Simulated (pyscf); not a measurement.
Thermochemistry of product channels of F–Ge•(F)–F + hydrogen (H₂) on the doublet surface, in kJ/mol, from ωB97M-D3(BJ)/def2-TZVP energies (ideal gas, 1 atm, RRHO with modes under 100 cm⁻¹ raised to 100, one conformer, R ln 2 for chiral ones without a mode under 150 cm⁻¹). Structures and frequencies: ωB97X-D3(BJ)/def2-SVP in PySCF.

| products | ΔE | ΔH(298 K) | ΔG(900 K) | ΔG(1200 K) |
|---|---|---|---|---|
| hydrogen fluoride (HF) + F–GeH•–F | +45.9 | +54.8 | +31.5 | ? |
| hydrogen fluoride (HF) + F–Ge:–F [singlet] + H atom (H•) | +168.5 | +162.9 | +47.2 | +9.1 |

Q: What belongs in the gaps?

A: 
- hydrogen fluoride (HF) + F–GeH•–F, ΔG(1200 K): +25.4

These are energies of the channels, which say nothing of barriers. Elements up to Kr have no core potential and no relativistic terms here.
